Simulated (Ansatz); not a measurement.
## C$_{2}$H$_{6}$S, singlet: reading a ladder of total energies

Geometry: MP2(full)/6-31G*, from the G2/97 set.

```yaml
atoms:
  - { symbol: C, position_ang: [1.5629, 0.7481, 0.0000] }
  - { symbol: C, position_ang: [0.0486, 0.8951, 0.0000] }
  - { symbol: S, position_ang: [-0.7075, -0.7626, 0.0000] }
  - { symbol: H, position_ang: [-1.9867, -0.3590, 0.0000] }
  - { symbol: H, position_ang: [-0.2764, 1.4452, 0.8858] }
  - { symbol: H, position_ang: [-0.2764, 1.4452, -0.8858] }
  - { symbol: H, position_ang: [2.0351, 1.7338, 0.0000] }
  - { symbol: H, position_ang: [1.9035, 0.2064, 0.8855] }
  - { symbol: H, position_ang: [1.9035, 0.2064, -0.8855] }
```

Basis 6-31G; Ansatz 0.2.0. Only valence electrons are correlated (noble-gas cores frozen), which leaves 20 electrons in 36 orbitals. Prefix R: restricted or restricted open-shell reference.

Full CI isn't at hand for all of this; RCCSDT(Q) serves as the reference, and is uncertain by about the last step of the cluster series.

Runs differ by some tens of microhartree through their thresholds, so steps under 0.03 kcal/mol mean nothing.

```csv
level,total energy (hartree)
RHF,-476.665176
RMP2,-476.904688
RCCSD,-476.943120
RCCSD(T),-476.948635
RCCSDT,-476.949154
RCCSDT(Q),-476.949487
```

What is the correlation energy at RCCSDT(Q), and what share of it do RMP2 and RCCSDT recover?

E(corr) = -476.949487 − (-476.665176) = -0.284311 hartree = -7.736 eV. RMP2: -0.239512 / -0.284311 = 84.24 %. RCCSDT: -0.283978 / -0.284311 = 99.88 %.

By how many kcal/mol does RCCSD(T) miss RCCSDT(Q) (1 hartree = 627.509 kcal/mol), and which steps make up the rest?

-476.948635 − (-476.949487) = 0.000852 hartree = 0.53 kcal/mol. Steps: RCCSDT − RCCSD(T) = -0.33, RCCSDT(Q) − RCCSDT = -0.21 kcal/mol. That is within 1 kcal/mol of the reference in this basis, which itself misses far more of the correlation at the basis-set limit.
